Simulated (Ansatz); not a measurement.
A nudged elastic band was laid between two geometries of AlH3 + H4Si (9 atoms, charge 0, multiplicity 1).

These are results of RKS r2SCAN-D4/def2-SVP (Ansatz), not measurements.

```
movable images  : 5
climbing image  : yes
spring          : 5.0 eV/Å²
optimiser       : quadratic models (default)
start path      : through a guess of the saddle point
force threshold : 0.05 eV/Å
iteration limit : 60
end points      : relaxed
```

Image 0:

```xyz
9
Properties=species:S:1:pos:R:3
Al -0.047 0.208 0.170
H 0.435 1.157 1.354
H 1.057 -0.556 -0.698
H -1.545 0.254 -0.366
Si 0.155 -2.707 1.099
H -0.306 -3.108 -0.253
H 1.632 -2.722 1.237
H -0.499 -3.525 2.159
H -0.340 -1.296 1.388
```

Image 6:

```xyz
9
Properties=species:S:1:pos:R:3
Al -0.119 -0.535 -0.106
H 0.145 0.734 1.604
H 1.113 0.198 -0.796
H -1.575 0.097 -0.227
Si 0.136 -2.813 0.791
H -0.213 -3.823 -0.262
H 1.535 -3.113 1.240
H -0.769 -3.071 1.958
H 0.289 0.031 1.890
```

(1) What changes between the two ends?

(2) Give the energies along the band, and the barrier.

(3) What is the geometry of the highest image?

(4) What are the harmonic wavenumbers there?

Results:

(1) Bonds broken: Al1–H2, Si5–H9. Bonds formed: Al1–Si5, H2–H9. AlH3 + H4Si becomes AlH5Si + H2.

(2) The forces met the threshold. The highest image is number 3 of 0 to 6, 0.99 eV above the first end and 0.75 eV above the last; the last end lies 0.24 eV above the first. A vibrational analysis at the climbing image gives one clearly imaginary mode, 1030i cm⁻¹: a first-order saddle point. The orbitals stay closed-shell, which can raise the energy where a bond breaks towards radicals; this wasn't checked here.

```csv
image,path coordinate (Å),energy (eV),Al1–H2 (Å),Si5–H9 (Å),Al1–Si5 (Å)
0,0.00,0.00,1.59,1.52,3.07
1,0.72,0.01,1.59,1.52,3.12
2,1.44,0.20,1.59,1.54,2.97
3,2.16,0.99,1.71,1.90,2.63
4,2.62,0.57,1.91,2.29,2.48
5,3.08,0.28,2.08,2.68,2.45
6,3.54,0.24,2.15,3.05,2.46
```

(3) 
```xyz
9
Properties=species:S:1:pos:R:3
Al -0.118 -0.135 0.012
H 0.286 0.368 1.593
H 1.152 0.043 -0.908
H -1.675 0.032 -0.186
Si 0.143 -2.572 0.972
H -0.206 -3.275 -0.305
H 1.521 -2.990 1.371
H -0.831 -3.006 2.020
H 0.270 -0.759 1.523
```

(4) 1030i, 103, 276, 279, 456, 504, 609, 649, 675, 825, 914, 928, 932, 1098, 1617, 1837, 1954, 1982, 2187, 2217, 2226 cm⁻¹.

Run time: 2.2 min on 2 threads of Arm Neoverse V2 (shared host), peak memory 0.14 GiB.
